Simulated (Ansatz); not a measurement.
One change: `N=C(O)CS` becomes `N=C(O)O`.

Ansatz, PBE0-D4/def2-TZVP geometries, multiplicity 1. Each molecule was computed in one conformer, which needn't be the lowest.

```tsv
property	`N=C(O)CS`
HOMO–LUMO gap (B3LYP/def2-TZVPP) / eV	7.02
HOMO–LUMO gap (PBE0/def2-TZVPP) / eV	7.57
HOMO–LUMO gap (ωB97M-V/def2-TZVPP) / eV	11.55
size of the dipole moment (ωB97M-V/def2-TZVPP) / D	1.27
HOMO energy (ωB97M-V/def2-TZVPP) / eV	-9.69
LUMO energy (B3LYP/def2-TZVPP) / eV	-0.17
```

What does the change do to each property? (An estimate is asked.)

Computed: 
```json
{"property": "HOMO–LUMO gap (B3LYP/def2-TZVPP) / eV", "`N=C(O)O`": "7.60", "shift": "0.58"}
{"property": "HOMO–LUMO gap (PBE0/def2-TZVPP) / eV", "`N=C(O)O`": "8.24", "shift": "0.67"}
{"property": "HOMO–LUMO gap (ωB97M-V/def2-TZVPP) / eV", "`N=C(O)O`": "12.03", "shift": "0.48"}
{"property": "size of the dipole moment (ωB97M-V/def2-TZVPP) / D", "`N=C(O)O`": "1.69", "shift": "0.42"}
{"property": "HOMO energy (ωB97M-V/def2-TZVPP) / eV", "`N=C(O)O`": "-10.22", "shift": "-0.53"}
{"property": "LUMO energy (B3LYP/def2-TZVPP) / eV", "`N=C(O)O`": "-0.05", "shift": "0.12"}
```

With PBE0 the HOMO falls by 0.44 eV and the LUMO rises by 0.22 eV, so the gap widens by about 0.66 eV. PBE moves the HOMO by -0.29 eV and ωB97M-V by -0.53 eV. Dipoles are sizes alone; their direction can turn.

B3LYP here is the variant with VWN-RPA as its local correlation; programs differ in this.
